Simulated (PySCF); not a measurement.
Structure problem from calculated spectra and properties.

Formula: C5H10.

| Property | Result |
| --- | --- |
| UV, strongest line | among the 10 lowest singlet transitions: S5 at 7.00 eV (177 nm, f = 0.213) [TDDFT CAM-B3LYP/aug-cc-pVTZ] |
| 13C NMR | chemical shifts (computed TMS as zero) by class: 146.5 (1 C), 137.1 (1 C), 32.6 (1 C), 21.7 (1 C), 17.5 (1 C) ppm [GIAO PBE0/pcSseg-2] |
| Rotational structure | rotational constants A, B, C: 17.324, 2.113, 2.054 GHz [PBE0-D3(BJ)/def2-TZVP] |
| UV, first state | lowest singlet excitation: 6.22 eV (199 nm, f = 0.012) [TDDFT CAM-B3LYP/aug-cc-pVTZ] |
| Dipole | 0.05 D [CAM-B3LYP/aug-cc-pVTZ] |
| Triplet | lowest triplet excitation (Tamm–Dancoff): 4.39 eV [TDA CAM-B3LYP/aug-cc-pVTZ] |
| Polarisability | 65.8 au [CAM-B3LYP/aug-cc-pVTZ] |

Electronic properties: PySCF, gas phase, density fitting. Levels stand in brackets. One conformer (not necessarily the lowest) at the PBE0-D3(BJ)/def2-TZVP geometry, without solvent, vibrations or thermal averaging. NMR values are class means; diastereotopic atoms form classes of their own.

Task: What is the compound? Reason from the data.

Result: Numbering: `[CH3:1]/[CH:2]=[CH:3]/[CH2:4][CH3:5]`. Its formula, C5H10, gives 1 degree of unsaturation: 0 rings and 1 π bond in the structure found. 5 carbons fall into 5 classes; from least to most shielded: alkene CH carbon [C3] (146.5 ppm), alkene CH carbon [C2] (137.1 ppm), allylic carbon [C4] (32.6 ppm), allylic carbon [C1] (21.7 ppm), methyl carbon [C5] (17.5 ppm). The optimised geometry has point group C1 and is an asymmetric top. Structure: `C/C=C/CC` (cis-2-pentene). Computed isomers that give other values at the same levels: `CC=C(C)C` (13C chemical shifts (computed TMS as zero) by class: 144.7 (1 C), 131.3 (1 C), 29.6 (1 C), 19.0 (1 C), 16.5 (1 C) ppm); `CCC1CC1` (rotational constant A: 11.997 GHz; this holds for the one conformer computed); `C=C(C)CC` (13C chemical shifts (computed TMS as zero) by class: 163.8 (1 C), 119.7 (1 C), 37.7 (1 C), 23.7 (1 C), 16.2 (1 C) ppm). The assignments are read from this structure; whether some other isomer fits the data as well wasn't checked.

The values belong to the conformer `[CH3:1]/[CH:2]=[CH:3]/[CH2:4][CH3:5]`: C2–C3–C4–C5 -119°.
